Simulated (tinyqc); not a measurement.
Inside a calculation (part 2 of 2). Method: UHF in the sto-3g basis, for CH2, spin multiplicity 3. Computed by tinyqc, a small Python program that keeps every step (integrals from PySCF). Command: `OMP_NUM_THREADS=1 python tinyqc.py 21641 21642 out.jsonl` (the two numbers bound the seeds that draw the settings). One thread of a shared host (Intel(R) Xeon(R) Processor @ 2.60GHz), about 0.1 s of CPU time with the checks.

Geometry (angstrom):
```
atom         x          y         z
C     0.000000   0.000000  0.000000
H     0.000000   0.933000  0.669000
H     0.000000  -0.933000  0.669000
```

## Iteration 2: building the Fock matrix

D(alpha) after iteration 1, order 1C 1s, 1C 2s, 1C 2px, 1C 2py, 1C 2pz, 2H 1s, 3H 1s:
$$\begin{pmatrix}
1.053241 & -0.209762 & 0.000000 & 0.000000 & 0.071439 & -0.030348 & -0.030348 \\
-0.209762 & 0.886839 & 0.000000 & 0.000000 & -0.346267 & 0.022719 & 0.022719 \\
0.000000 & 0.000000 & 1.000000 & 0.000000 & 0.000000 & 0.000000 & 0.000000 \\
0.000000 & 0.000000 & 0.000000 & 0.308233 & 0.000000 & 0.246003 & -0.246003 \\
0.071439 & -0.346267 & 0.000000 & 0.000000 & 0.608342 & 0.230656 & 0.230656 \\
-0.030348 & 0.022719 & 0.000000 & 0.246003 & 0.230656 & 0.318565 & -0.074109 \\
-0.030348 & 0.022719 & 0.000000 & -0.246003 & 0.230656 & -0.074109 & 0.318565
\end{pmatrix}$$

D(beta) after iteration 1, order 1C 1s, 1C 2s, 1C 2px, 1C 2py, 1C 2pz, 2H 1s, 3H 1s:
$$\begin{pmatrix}
1.020634 & -0.071119 & 0.000000 & 0.000000 & -0.044407 & -0.069655 & -0.069655 \\
-0.071119 & 0.300854 & 0.000000 & 0.000000 & 0.142362 & 0.178794 & 0.178794 \\
0.000000 & 0.000000 & 0.000000 & 0.000000 & 0.000000 & 0.000000 & 0.000000 \\
0.000000 & 0.000000 & 0.000000 & 0.242319 & 0.000000 & 0.240856 & -0.240856 \\
-0.044407 & 0.142362 & 0.000000 & 0.000000 & 0.067480 & 0.084898 & 0.084898 \\
-0.069655 & 0.178794 & 0.000000 & 0.240856 & 0.084898 & 0.346405 & -0.132399 \\
-0.069655 & 0.178794 & 0.000000 & -0.240856 & 0.084898 & -0.132399 & 0.346405
\end{pmatrix}$$

core Hamiltonian H = T + V (hartree), order 1C 1s, 1C 2s, 1C 2px, 1C 2py, 1C 2pz, 2H 1s, 3H 1s:
$$\begin{pmatrix}
-18.683480 & -4.507074 & 0.000000 & 0.000000 & -0.017792 & -0.997025 & -0.997025 \\
-4.507074 & -5.619460 & 0.000000 & 0.000000 & -0.186678 & -2.266849 & -2.266849 \\
0.000000 & 0.000000 & -4.495446 & 0.000000 & 0.000000 & 0.000000 & 0.000000 \\
0.000000 & 0.000000 & 0.000000 & -4.647283 & 0.000000 & -1.537463 & 1.537463 \\
-0.017792 & -0.186678 & 0.000000 & 0.000000 & -4.573513 & -1.148594 & -1.148594 \\
-0.997025 & -2.266849 & 0.000000 & -1.537463 & -1.148594 & -3.468133 & -0.689851 \\
-0.997025 & -2.266849 & 0.000000 & 1.537463 & -1.148594 & -0.689851 & -3.468133
\end{pmatrix}$$

nuclear repulsion = 5.81475181 hartree

Given earlier and not repeated: Two-electron integrals (ij|kl) in chemists' order.

J_ij = sum D_kl (ij|kl) with D = D(alpha) + D(beta), K_ij = sum D_kl (ik|jl) for each spin; F = H + J - K(s); E = tr D H + tr D J / 2 - 0.5 sum_s tr D(s) K(s) + E_nn.

Coulomb J (hartree), order 1C 1s, 1C 2s, 1C 2px, 1C 2py, 1C 2pz, 2H 1s, 3H 1s:
$$\begin{pmatrix}
11.293208 & 2.172197 & 0.000000 & 0.000000 & 0.017799 & 0.478175 & 0.478175 \\
2.172197 & 5.030550 & 0.000000 & 0.000000 & 0.163502 & 2.033449 & 2.033449 \\
0.000000 & 0.000000 & 4.983870 & 0.000000 & 0.000000 & 0.000000 & 0.000000 \\
0.000000 & 0.000000 & 0.000000 & 5.071751 & 0.000000 & 1.519021 & -1.519021 \\
0.017799 & 0.163502 & 0.000000 & 0.000000 & 5.019444 & 1.131831 & 1.131831 \\
0.478175 & 2.033449 & 0.000000 & 1.519021 & 1.131831 & 3.672859 & 0.605217 \\
0.478175 & 2.033449 & 0.000000 & -1.519021 & 1.131831 & 0.605217 & 3.672859
\end{pmatrix}$$

exchange K(alpha) (hartree), order 1C 1s, 1C 2s, 1C 2px, 1C 2py, 1C 2pz, 2H 1s, 3H 1s:
$$\begin{pmatrix}
3.618126 & 0.646533 & 0.000000 & 0.000000 & 0.003905 & 0.147877 & 0.147877 \\
0.646533 & 0.996063 & 0.000000 & 0.000000 & -0.047011 & 0.446862 & 0.446862 \\
0.000000 & 0.000000 & 0.860691 & 0.000000 & 0.000000 & 0.000000 & 0.000000 \\
0.000000 & 0.000000 & 0.000000 & 0.682487 & 0.000000 & 0.328990 & -0.328990 \\
0.003905 & -0.047011 & 0.000000 & 0.000000 & 0.766386 & 0.239811 & 0.239811 \\
0.147877 & 0.446862 & 0.000000 & 0.328990 & 0.239811 & 0.621374 & 0.131781 \\
0.147877 & 0.446862 & 0.000000 & -0.328990 & 0.239811 & 0.131781 & 0.621374
\end{pmatrix}$$

exchange K(beta) (hartree), order 1C 1s, 1C 2s, 1C 2px, 1C 2py, 1C 2pz, 2H 1s, 3H 1s:
$$\begin{pmatrix}
3.558890 & 0.600467 & 0.000000 & 0.000000 & 0.002085 & 0.134697 & 0.134697 \\
0.600467 & 0.583191 & 0.000000 & 0.000000 & 0.254644 & 0.387829 & 0.387829 \\
0.000000 & 0.000000 & 0.112686 & 0.000000 & 0.000000 & 0.000000 & 0.000000 \\
0.000000 & 0.000000 & 0.000000 & 0.548089 & 0.000000 & 0.315126 & -0.315126 \\
0.002085 & 0.254644 & 0.000000 & 0.000000 & 0.239945 & 0.226303 & 0.226303 \\
0.134697 & 0.387829 & 0.000000 & 0.315126 & 0.226303 & 0.611518 & 0.110345 \\
0.134697 & 0.387829 & 0.000000 & -0.315126 & 0.226303 & 0.110345 & 0.611518
\end{pmatrix}$$

F(alpha) (hartree), order 1C 1s, 1C 2s, 1C 2px, 1C 2py, 1C 2pz, 2H 1s, 3H 1s:
$$\begin{pmatrix}
-11.008398 & -2.981410 & 0.000000 & 0.000000 & -0.003897 & -0.666727 & -0.666727 \\
-2.981410 & -1.584973 & 0.000000 & 0.000000 & 0.023835 & -0.680261 & -0.680261 \\
0.000000 & 0.000000 & -0.372266 & 0.000000 & 0.000000 & 0.000000 & 0.000000 \\
0.000000 & 0.000000 & 0.000000 & -0.258019 & 0.000000 & -0.347432 & 0.347432 \\
-0.003897 & 0.023835 & 0.000000 & 0.000000 & -0.320455 & -0.256573 & -0.256573 \\
-0.666727 & -0.680261 & 0.000000 & -0.347432 & -0.256573 & -0.416648 & -0.216415 \\
-0.666727 & -0.680261 & 0.000000 & 0.347432 & -0.256573 & -0.216415 & -0.416648
\end{pmatrix}$$

F(beta) (hartree), order 1C 1s, 1C 2s, 1C 2px, 1C 2py, 1C 2pz, 2H 1s, 3H 1s:
$$\begin{pmatrix}
-10.949162 & -2.935344 & 0.000000 & 0.000000 & -0.002078 & -0.653547 & -0.653547 \\
-2.935344 & -1.172101 & 0.000000 & 0.000000 & -0.277820 & -0.621229 & -0.621229 \\
0.000000 & 0.000000 & 0.375738 & 0.000000 & 0.000000 & 0.000000 & 0.000000 \\
0.000000 & 0.000000 & 0.000000 & -0.123621 & 0.000000 & -0.333568 & 0.333568 \\
-0.002078 & -0.277820 & 0.000000 & 0.000000 & 0.205986 & -0.243065 & -0.243065 \\
-0.653547 & -0.621229 & 0.000000 & -0.333568 & -0.243065 & -0.406792 & -0.194979 \\
-0.653547 & -0.621229 & 0.000000 & 0.333568 & -0.243065 & -0.194979 & -0.406792
\end{pmatrix}$$

total energy of this density = -38.41847572 hartree

## Iteration 2: diagonalisation and new density

X, order 1C 1s, 1C 2s, 1C 2px, 1C 2py, 1C 2pz, 2H 1s, 3H 1s:
$$\begin{pmatrix}
1.026957 & -0.152522 & 0.000000 & 0.000000 & -0.012888 & 0.025702 & 0.025702 \\
-0.152522 & 1.260757 & 0.000000 & 0.000000 & 0.131377 & -0.317446 & -0.317446 \\
0.000000 & 0.000000 & 1.000000 & 0.000000 & 0.000000 & 0.000000 & 0.000000 \\
0.000000 & 0.000000 & 0.000000 & 1.146976 & 0.000000 & -0.257132 & 0.257132 \\
-0.012888 & 0.131377 & 0.000000 & 0.000000 & 1.072981 & -0.176963 & -0.176963 \\
0.025702 & -0.317446 & 0.000000 & -0.257132 & -0.176963 & 1.226292 & -0.025490 \\
0.025702 & -0.317446 & 0.000000 & 0.257132 & -0.176963 & -0.025490 & 1.226292
\end{pmatrix}$$

Diagonalise F' = X^T F X, C = X C', fill 5 alpha and 3 beta electrons from the bottom; D(s) = C_occ C_occ^T. Each column has its largest component positive (the first on a tie).

F' = X^T F X (alpha) (hartree):
$$\begin{pmatrix}
-10.772869 & -1.564828 & 0.000000 & 0.000000 & -0.042560 & -0.083564 & -0.083564 \\
-1.564828 & -0.751174 & 0.000000 & 0.000000 & 0.246571 & -0.424407 & -0.424407 \\
0.000000 & 0.000000 & -0.372266 & 0.000000 & 0.000000 & 0.000000 & 0.000000 \\
0.000000 & 0.000000 & 0.000000 & 0.043949 & 0.000000 & -0.404227 & 0.404227 \\
-0.042560 & 0.246571 & 0.000000 & 0.000000 & -0.168797 & -0.279945 & -0.279945 \\
-0.083564 & -0.424407 & 0.000000 & -0.404227 & -0.279945 & 0.054147 & -0.045294 \\
-0.083564 & -0.424407 & 0.000000 & 0.404227 & -0.279945 & -0.045294 & 0.054147
\end{pmatrix}$$

orbital energies (alpha) (hartree): MO1 -11.015448, MO2 -0.882423, MO3 -0.500641, MO4 -0.436377, MO5 -0.372266, MO6 0.644031, MO7 0.650261

coefficients C (alpha), order 1C 1s, 1C 2s, 1C 2px, 1C 2py, 1C 2pz, 2H 1s, 3H 1s:
$$\begin{pmatrix}
0.992408 & -0.248055 & 0.000000 & 0.079182 & 0.000000 & 0.000000 & -0.163450 \\
0.032241 & 0.822879 & 0.000000 & -0.419953 & 0.000000 & 0.000000 & 0.988456 \\
0.000000 & 0.000000 & 0.000000 & 0.000000 & 1.000000 & 0.000000 & 0.000000 \\
0.000000 & 0.000000 & 0.579639 & 0.000000 & 0.000000 & 1.054423 & 0.000000 \\
0.003670 & -0.018146 & 0.000000 & 0.791791 & 0.000000 & 0.000000 & 0.777219 \\
-0.006923 & 0.193033 & 0.424357 & 0.284869 & 0.000000 & -0.818240 & -0.857468 \\
-0.006923 & 0.193033 & -0.424357 & 0.284869 & 0.000000 & 0.818240 & -0.857468
\end{pmatrix}$$

F' = X^T F X (beta) (hartree):
$$\begin{pmatrix}
-10.715880 & -1.581943 & 0.000000 & 0.000000 & -0.001400 & -0.080586 & -0.080586 \\
-1.581943 & -0.290064 & 0.000000 & 0.000000 & -0.062726 & -0.428098 & -0.428098 \\
0.000000 & 0.000000 & 0.375738 & 0.000000 & 0.000000 & 0.000000 & 0.000000 \\
0.000000 & 0.000000 & 0.000000 & 0.202871 & 0.000000 & -0.418398 & 0.418398 \\
-0.001400 & -0.062726 & 0.000000 & 0.000000 & 0.345502 & -0.259762 & -0.259762 \\
-0.080586 & -0.428098 & 0.000000 & -0.418398 & -0.259762 & 0.041134 & -0.040084 \\
-0.080586 & -0.428098 & 0.000000 & 0.418398 & -0.259762 & -0.040084 & 0.041134
\end{pmatrix}$$

orbital energies (beta) (hartree): MO1 -10.954375, MO2 -0.696479, MO3 -0.452779, MO4 0.271463, MO5 0.375738, MO6 0.719999, MO7 0.736867

coefficients C (beta), order 1C 1s, 1C 2s, 1C 2px, 1C 2py, 1C 2pz, 2H 1s, 3H 1s:
$$\begin{pmatrix}
0.993625 & -0.191099 & 0.000000 & -0.174108 & 0.000000 & -0.158954 & 0.000000 \\
0.027345 & 0.561400 & 0.000000 & 0.771544 & 0.000000 & 0.959363 & 0.000000 \\
0.000000 & 0.000000 & 0.000000 & 0.000000 & 1.000000 & 0.000000 & 0.000000 \\
0.000000 & 0.000000 & 0.498489 & 0.000000 & 0.000000 & 0.000000 & 1.095124 \\
0.003693 & 0.217758 & 0.000000 & -0.674580 & 0.000000 & 0.853730 & 0.000000 \\
-0.006048 & 0.331377 & 0.484841 & -0.270652 & 0.000000 & -0.818908 & -0.783916 \\
-0.006048 & 0.331377 & -0.484841 & -0.270652 & 0.000000 & -0.818908 & 0.783916
\end{pmatrix}$$

D(alpha) after iteration 2, order 1C 1s, 1C 2s, 1C 2px, 1C 2py, 1C 2pz, 2H 1s, 3H 1s:
$$\begin{pmatrix}
1.052675 & -0.205375 & 0.000000 & 0.000000 & 0.070839 & -0.032197 & -0.032197 \\
-0.205375 & 0.854530 & 0.000000 & 0.000000 & -0.347328 & 0.038988 & 0.038988 \\
0.000000 & 0.000000 & 1.000000 & 0.000000 & 0.000000 & 0.000000 & 0.000000 \\
0.000000 & 0.000000 & 0.000000 & 0.335981 & 0.000000 & 0.245974 & -0.245974 \\
0.070839 & -0.347328 & 0.000000 & 0.000000 & 0.627275 & 0.222029 & 0.222029 \\
-0.032197 & 0.038988 & 0.000000 & 0.245974 & 0.222029 & 0.298539 & -0.061618 \\
-0.032197 & 0.038988 & 0.000000 & -0.245974 & 0.222029 & -0.061618 & 0.298539
\end{pmatrix}$$

D(beta) after iteration 2, order 1C 1s, 1C 2s, 1C 2px, 1C 2py, 1C 2pz, 2H 1s, 3H 1s:
$$\begin{pmatrix}
1.023810 & -0.080112 & 0.000000 & 0.000000 & -0.037944 & -0.069335 & -0.069335 \\
-0.080112 & 0.315917 & 0.000000 & 0.000000 & 0.122350 & 0.185870 & 0.185870 \\
0.000000 & 0.000000 & 0.000000 & 0.000000 & 0.000000 & 0.000000 & 0.000000 \\
0.000000 & 0.000000 & 0.000000 & 0.248492 & 0.000000 & 0.241688 & -0.241688 \\
-0.037944 & 0.122350 & 0.000000 & 0.000000 & 0.047432 & 0.072138 & 0.072138 \\
-0.069335 & 0.185870 & 0.000000 & 0.241688 & 0.072138 & 0.344919 & -0.125223 \\
-0.069335 & 0.185870 & 0.000000 & -0.241688 & 0.072138 & -0.125223 & 0.344919
\end{pmatrix}$$

## Iteration 16 (converged): orbitals

converged F(alpha) (hartree), order 1C 1s, 1C 2s, 1C 2px, 1C 2py, 1C 2pz, 2H 1s, 3H 1s:
$$\begin{pmatrix}
-10.992050 & -2.979614 & 0.000000 & 0.000000 & -0.005248 & -0.666767 & -0.666767 \\
-2.979614 & -1.579568 & 0.000000 & 0.000000 & 0.011098 & -0.682852 & -0.682852 \\
0.000000 & 0.000000 & -0.364929 & 0.000000 & 0.000000 & 0.000000 & 0.000000 \\
0.000000 & 0.000000 & 0.000000 & -0.269296 & 0.000000 & -0.348839 & 0.348839 \\
-0.005248 & 0.011098 & 0.000000 & 0.000000 & -0.328448 & -0.258507 & -0.258507 \\
-0.666767 & -0.682852 & 0.000000 & -0.348839 & -0.258507 & -0.412672 & -0.219533 \\
-0.666767 & -0.682852 & 0.000000 & 0.348839 & -0.258507 & -0.219533 & -0.412672
\end{pmatrix}$$

converged F(beta) (hartree), order 1C 1s, 1C 2s, 1C 2px, 1C 2py, 1C 2pz, 2H 1s, 3H 1s:
$$\begin{pmatrix}
-10.934702 & -2.928404 & 0.000000 & 0.000000 & -0.004989 & -0.652277 & -0.652277 \\
-2.928404 & -1.177869 & 0.000000 & 0.000000 & -0.260751 & -0.625628 & -0.625628 \\
0.000000 & 0.000000 & 0.381079 & 0.000000 & 0.000000 & 0.000000 & 0.000000 \\
0.000000 & 0.000000 & 0.000000 & -0.115780 & 0.000000 & -0.335375 & 0.335375 \\
-0.004989 & -0.260751 & 0.000000 & 0.000000 & 0.238660 & -0.227264 & -0.227264 \\
-0.652277 & -0.625628 & 0.000000 & -0.335375 & -0.227264 & -0.417577 & -0.194267 \\
-0.652277 & -0.625628 & 0.000000 & 0.335375 & -0.227264 & -0.194267 & -0.417577
\end{pmatrix}$$

As before.

F' = X^T F X (alpha) (hartree):
$$\begin{pmatrix}
-10.756040 & -1.566204 & 0.000000 & 0.000000 & -0.042177 & -0.083090 & -0.083090 \\
-1.566204 & -0.742561 & 0.000000 & 0.000000 & 0.231952 & -0.428257 & -0.428257 \\
0.000000 & 0.000000 & -0.364929 & 0.000000 & 0.000000 & 0.000000 & 0.000000 \\
0.000000 & 0.000000 & 0.000000 & 0.031711 & 0.000000 & -0.405391 & 0.405391 \\
-0.042177 & 0.231952 & 0.000000 & 0.000000 & -0.179701 & -0.277545 & -0.277545 \\
-0.083090 & -0.428257 & 0.000000 & -0.405391 & -0.277545 & 0.062135 & -0.048742 \\
-0.083090 & -0.428257 & 0.000000 & 0.405391 & -0.277545 & -0.048742 & 0.062135
\end{pmatrix}$$

orbital energies (alpha) (hartree): MO1 -10.999236, MO2 -0.879953, MO3 -0.503380, MO4 -0.432444, MO5 -0.364929, MO6 0.645968, MO7 0.646724

coefficients C (alpha), order 1C 1s, 1C 2s, 1C 2px, 1C 2py, 1C 2pz, 2H 1s, 3H 1s:
$$\begin{pmatrix}
0.992329 & -0.246436 & 0.000000 & 0.083026 & 0.000000 & 0.000000 & -0.164468 \\
0.032560 & 0.813294 & 0.000000 & -0.426842 & 0.000000 & 0.000000 & 0.993415 \\
0.000000 & 0.000000 & 0.000000 & 0.000000 & 1.000000 & 0.000000 & 0.000000 \\
0.000000 & 0.000000 & 0.590383 & 0.000000 & 0.000000 & 1.048445 & 0.000000 \\
0.003865 & 0.002566 & 0.000000 & 0.802550 & 0.000000 & 0.000000 & 0.766314 \\
-0.006987 & 0.199075 & 0.415974 & 0.268204 & 0.000000 & -0.822534 & -0.861451 \\
-0.006987 & 0.199075 & -0.415974 & 0.268204 & 0.000000 & 0.822534 & -0.861451
\end{pmatrix}$$

F' = X^T F X (beta) (hartree):
$$\begin{pmatrix}
-10.702620 & -1.576174 & 0.000000 & 0.000000 & -0.006702 & -0.079891 & -0.079891 \\
-1.576174 & -0.292607 & 0.000000 & 0.000000 & -0.045654 & -0.430345 & -0.430345 \\
0.000000 & 0.000000 & 0.381079 & 0.000000 & 0.000000 & 0.000000 & 0.000000 \\
0.000000 & 0.000000 & 0.000000 & 0.213798 & 0.000000 & -0.419844 & 0.419844 \\
-0.006702 & -0.045654 & 0.000000 & 0.000000 & 0.375680 & -0.249706 & -0.249706 \\
-0.079891 & -0.430345 & 0.000000 & -0.419844 & -0.249706 & 0.025545 & -0.041021 \\
-0.079891 & -0.430345 & 0.000000 & 0.419844 & -0.249706 & -0.041021 & 0.025545
\end{pmatrix}$$

orbital energies (beta) (hartree): MO1 -10.939775, MO2 -0.695372, MO3 -0.458114, MO4 0.277163, MO5 0.381079, MO6 0.722960, MO7 0.738477

coefficients C (beta), order 1C 1s, 1C 2s, 1C 2px, 1C 2py, 1C 2pz, 2H 1s, 3H 1s:
$$\begin{pmatrix}
0.993710 & -0.191837 & 0.000000 & -0.173668 & 0.000000 & -0.158014 & 0.000000 \\
0.027006 & 0.561095 & 0.000000 & 0.783115 & 0.000000 & 0.950131 & 0.000000 \\
0.000000 & 0.000000 & 0.000000 & 0.000000 & 1.000000 & 0.000000 & 0.000000 \\
0.000000 & 0.000000 & 0.487009 & 0.000000 & 0.000000 & 0.000000 & 1.100278 \\
0.003885 & 0.189244 & 0.000000 & -0.657851 & 0.000000 & 0.873355 & 0.000000 \\
-0.005997 & 0.339426 & 0.493013 & -0.297261 & 0.000000 & -0.806288 & -0.778803 \\
-0.005997 & 0.339426 & -0.493013 & -0.297261 & 0.000000 & -0.806288 & 0.778803
\end{pmatrix}$$

D(alpha) after iteration 16, order 1C 1s, 1C 2s, 1C 2px, 1C 2py, 1C 2pz, 2H 1s, 3H 1s:
$$\begin{pmatrix}
1.052341 & -0.203554 & 0.000000 & 0.000000 & 0.069836 & -0.033725 & -0.033725 \\
-0.203554 & 0.844701 & 0.000000 & 0.000000 & -0.340350 & 0.047198 & 0.047198 \\
0.000000 & 0.000000 & 1.000000 & 0.000000 & 0.000000 & 0.000000 & 0.000000 \\
0.000000 & 0.000000 & 0.000000 & 0.348552 & 0.000000 & 0.245584 & -0.245584 \\
0.069836 & -0.340350 & 0.000000 & 0.000000 & 0.644108 & 0.215731 & 0.215731 \\
-0.033725 & 0.047198 & 0.000000 & 0.245584 & 0.215731 & 0.284647 & -0.061421 \\
-0.033725 & 0.047198 & 0.000000 & -0.245584 & 0.215731 & -0.061421 & 0.284647
\end{pmatrix}$$

D(beta) after iteration 16, order 1C 1s, 1C 2s, 1C 2px, 1C 2py, 1C 2pz, 2H 1s, 3H 1s:
$$\begin{pmatrix}
1.024261 & -0.080802 & 0.000000 & 0.000000 & -0.032444 & -0.071073 & -0.071073 \\
-0.080802 & 0.315556 & 0.000000 & 0.000000 & 0.106289 & 0.190288 & 0.190288 \\
0.000000 & 0.000000 & 0.000000 & 0.000000 & 0.000000 & 0.000000 & 0.000000 \\
0.000000 & 0.000000 & 0.000000 & 0.237178 & 0.000000 & 0.240102 & -0.240102 \\
-0.032444 & 0.106289 & 0.000000 & 0.000000 & 0.035828 & 0.064211 & 0.064211 \\
-0.071073 & 0.190288 & 0.000000 & 0.240102 & 0.064211 & 0.358308 & -0.127816 \\
-0.071073 & 0.190288 & 0.000000 & -0.240102 & 0.064211 & -0.127816 & 0.358308
\end{pmatrix}$$

## Convergence

Stop when the energy changes by less than 1e-08 hartree and every element of the error matrix X^T (F D S - S D F) X (for each spin) is below 3e-05.

Course of the cycle:
```
iteration   E (hartree)     change  largest element of the error matrix
1          -36.91158223          -                             3.14e-01
2          -38.41847572  -1.51e+00                             3.10e-02
3          -38.42277547  -4.30e-03                             1.17e-02
4          -38.42330116  -5.26e-04                             4.57e-03
5          -38.42340386  -1.03e-04                             1.83e-03
6          -38.42343064  -2.68e-05                             8.84e-04
7          -38.42343935  -8.71e-06                             5.68e-04
8          -38.42344267  -3.31e-06                             3.70e-04
9          -38.42344405  -1.38e-06                             2.44e-04
10         -38.42344466  -6.07e-07                             1.63e-04
11         -38.42344493  -2.72e-07                             1.09e-04
12         -38.42344505  -1.24e-07                             7.40e-05
13         -38.42344511  -5.64e-08                             5.06e-05
14         -38.42344513  -2.58e-08                             3.45e-05
15         -38.42344515  -1.18e-08                             2.34e-05
16         -38.42344515  -5.39e-09                             1.59e-05
```

PySCF UHF in the same basis, after a stability check = -38.42344516 hartree

Converged in 16 iterations.

## Populations, bond orders and dipole

overlap S, order 1C 1s, 1C 2s, 1C 2px, 1C 2py, 1C 2pz, 2H 1s, 3H 1s:
$$\begin{pmatrix}
1.000000 & 0.248362 & 0.000000 & 0.000000 & 0.000000 & 0.054389 & 0.054389 \\
0.248362 & 1.000000 & 0.000000 & 0.000000 & 0.000000 & 0.457865 & 0.457865 \\
0.000000 & 0.000000 & 1.000000 & 0.000000 & 0.000000 & 0.000000 & 0.000000 \\
0.000000 & 0.000000 & 0.000000 & 1.000000 & 0.000000 & 0.362995 & -0.362995 \\
0.000000 & 0.000000 & 0.000000 & 0.000000 & 1.000000 & 0.260282 & 0.260282 \\
0.054389 & 0.457865 & 0.000000 & 0.362995 & 0.260282 & 1.000000 & 0.147955 \\
0.054389 & 0.457865 & 0.000000 & -0.362995 & 0.260282 & 0.147955 & 1.000000
\end{pmatrix}$$

Mulliken: Z minus the diagonal of D S on the atom; Loewdin: the same with S^(1/2) D S^(1/2); Mayer order: 2 sum_s sum (D(s) S)_ij (D(s) S)_ji over the two atoms.

Charges (e):
```
atom   Mulliken    Loewdin  Mulliken spin
1C    -0.065683  -0.023160       2.171790
2H     0.032841   0.011580      -0.085895
3H     0.032841   0.011580      -0.085895
```

Mayer bond orders:
```
pair     order
2-1   0.981744
3-1   0.981744
3-2   0.009800
```

dipole moment about the origin, x y z (debye): [0.000000, 0.000000, 0.166722]

<S^2> of the determinant (pure state: 2) = 2.015460
